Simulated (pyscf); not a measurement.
Structures and frequencies: ωB97X-D3(BJ)/def2-SVP in PySCF.

Task: For the elementary gas-phase step H₃C–CH₂–CdH + ethane (H₃C–CH₃) → H₃C–CH₂–Cd–CH₂–CH₃ + hydrogen (H₂) (singlet surface; Cd–H, C–H broken, C–Cd, H–H formed), what barrier and reaction energy does ωB97M-D3(BJ)/def2-TZVP give, measured from the separated reactants?

Result: ΔE‡ = 61.1 kcal/mol, ΔE = +16.8 kcal/mol. Zero-point energy shifts the barrier by -2.8 kcal/mol. It is a four-centre exchange, with an imaginary mode of 1720i cm⁻¹. At the saddle there is also a short Cd–H contact that neither side keeps. This is the saddle that the search found; another between the same sides may lie lower. Elements past Kr carry the def2 core potentials, without spin-orbit coupling.
